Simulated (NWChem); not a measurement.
**Dipole moment of chloromethane (CH3Cl)**

SMILES: CCl
```xyz
5

C     -0.0568    -1.1279     0.0000
Cl     0.0333     0.6610     0.0000
H     -0.5967    -1.4635     0.9046
H     -0.5967    -1.4635    -0.9046
H      0.9682    -1.5423     0.0000
```
Charge 0, spin multiplicity 1.

All runs are NWChem calculations. All single points use one geometry, from PBE/def2-SVP, a minimum by its harmonic frequencies.

Basis set: 6-31G*. The CCSD dipole comes from the Λ equations, without orbital relaxation.

The correlated methods keep 6 core orbitals frozen. B3LYP has NWChem's definition, with VWN1-RPA local correlation. The Pople sets run with spherical d functions. Coupled-cluster values serve here as a point of comparison, not as the truth.

For the dipole moment, B3LYP gives 2.03 D and HF gives 2.22 D. What do PBE give?

PBE: 1.99 D.
